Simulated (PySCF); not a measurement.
Partial charges of `C[C@@H]1C[C@H]1[S-]`

C4H7S (charge -1).
Numbering: `[CH3:1][C@@H:2]1[CH2:3][C@H:4]1[S-:5]` (hydrogens: H6, H7, H8 on C1; H9 on C2; H10, H11 on C3; H12 on C4)

Geometry (PBE0-D3(BJ)/def2-SVP, Å), atoms numbered from 1 in this order:
```
atom  x, y, z in Å
C1     1.745   -0.113   -0.044
C2     0.329   -0.053    0.462
C3    -0.781   -0.711   -0.313
C4    -0.723    0.803   -0.209
S5    -1.922    1.735    0.716
H6     2.252   -1.064    0.211
H7     2.358    0.709    0.368
H8     1.771   -0.018   -1.143
H9     0.217   -0.075    1.553
H10   -0.517   -1.208   -1.258
H11   -1.591   -1.184    0.250
H12   -0.340    1.268   -1.136
```

Density: PBE0/pcSseg-1 (PySCF); schemes: Mulliken, IAO, Hirshfeld and ESP-fitted. Isolated species at its PBE0-D3(BJ)/def2-SVP geometry, gas phase. The pcSseg-1 basis has no diffuse functions, a weakness for an anion. The HOMO energy is positive at this level (+0.61 eV), so the outermost electrons may be held by the finite basis alone.

Question: Give the atomic charges in each scheme.

Answer: In e:

```csv
atom,environment,Mulliken,IAO,Hirshfeld,ESP-fitted
C1,methyl carbon,-0.211,-0.398,-0.126,-0.433
C2,three-membered-ring carbon,-0.271,-0.147,-0.070,+0.112
C3,three-membered-ring carbon,-0.168,-0.320,-0.135,-0.398
C4,sp3 carbon bound to sulfur,-0.256,-0.189,-0.094,-0.131
S5,thiolate sulfur,-0.656,-0.740,-0.667,-0.835
H6,methyl hydrogen,+0.073,+0.106,+0.012,+0.067
H7,methyl hydrogen,+0.095,+0.119,+0.023,+0.100
H8,methyl hydrogen,+0.075,+0.117,+0.024,+0.109
H9,methine hydrogen,+0.086,+0.129,+0.014,+0.055
H10,methylene hydrogen,+0.061,+0.098,+0.008,+0.106
H11,methylene hydrogen,+0.089,+0.131,+0.012,+0.122
H12,methine hydrogen,+0.082,+0.094,0.000,+0.125
```

Mean size of the charges over all atoms: ESP-fitted 0.216 e, IAO 0.216 e, Mulliken 0.177 e, Hirshfeld 0.099 e. Each set sums to the total charge, -1, to within 0.001 e. The ESP scheme fits charges at the nuclei, held to the total charge, to the electrostatic potential on points at 1.4 to 2.0 times the van der Waals radii.

Lowest charge. All schemes agree: Mulliken S5 (-0.656); IAO S5 (-0.740); Hirshfeld S5 (-0.667); ESP-fitted S5 (-0.835).

Highest charge. The schemes don't all agree: Mulliken H7 (+0.095); IAO H11 (+0.131); Hirshfeld H8 (+0.024); ESP-fitted H12 (+0.125).

Question: Sum the charges by element, for elements with more than one atom.

Answer: 
```
element  atoms  Mulliken     IAO  Hirshfeld  ESP-fitted
      C      4    -0.904  -1.053     -0.425      -0.850
      H      7    +0.560  +0.793     +0.092      +0.685
```

Question: How many electrons does the Hirshfeld scheme count on S5?

Answer: Z − q = 16 − (-0.667) = 16.667.

These values come from a run that also computed NMR shieldings. Hardware: one thread, Arm Neoverse V2, no GPU, shared host. Cost: 8.1 s.
